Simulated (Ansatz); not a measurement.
How far each method lies from UCCSDT(Q) for InH₄, quartet

All five atoms lie in one plane.

Geometry: that of the InH4⁻, triplet, kept fixed. The doublet lies 4.3 eV lower here.

```xyz
5

In    0.0000    0.0000    0.0000
H     1.2631    0.0000    1.2631
H    -1.2631    0.0000    1.2631
H    -1.2631    0.0000   -1.2631
H     1.2631    0.0000   -1.2631
```

Basis def2-TZVPD with its core potentials; Ansatz 0.2.0. Correlated methods freeze the noble-gas cores and the filled d shells of p-block atoms, which leaves 7 electrons in 83 orbitals. R marks a restricted (for open shells ROHF) determinant, U an unrestricted one. Active spaces: valence = (7e, 8o) chosen from the atoms' valence shells. No spin–orbit coupling is included; scalar relativity enters through the core potentials alone.

Full CI isn't at hand for all of this; UCCSDT(Q) serves as the reference, and is uncertain by about the last step of the cluster series. The frozen core follows each run's orbitals, which can shift R against U totals by a few meV for light atoms and by up to 0.1 eV past Ca.

* UHF ⟨S²⟩: 3.761
* T1 diagnostic (RCCSD): 0.0329
* largest doubles amplitude (RCCSD): 0.058
* T1 diagnostic (UCCSD): 0.0241

```csv
level,E − E(UCCSDT(Q)) (mEh),share of correlation (%),wall time
UHF,106.20,3.15,–
UMP2,28.99,73.56,–
UCCSD,4.39,96.00,–
UCCSD(T),1.19,98.92,9 s
UCCSDT,0.13,99.89,–
```

The correlation energy at UCCSDT(Q), counted from RHF, is -2.984 eV. That run took 13 s on 2 threads of AMD EPYC 7R13 with a shared H100 80 GB, shared host.

Run but not shown, since their state or frozen core can't be matched to the reference's or they repeat it: RHF, RMP2, RCCSD, RCCSD(T), BCCD(T), RCCSDT, RCCSDT(Q), CASSCF (valence space), NEVPT2 (valence space), MRCISD (valence space), MRCISD+Q (valence space).

Times hold each run's SCF and search for its determinant on a shared host, so for small cases they say little of a method's own cost; they ran on 1 thread of AMD EPYC 7R13.

Natural occupations of CASSCF (valence space) about the gap: 1.964 1.944 1.003 1.002 1.000 0.055 0.024 0.008; effectively unpaired electrons, Σ n²(2−n)², 3.03.
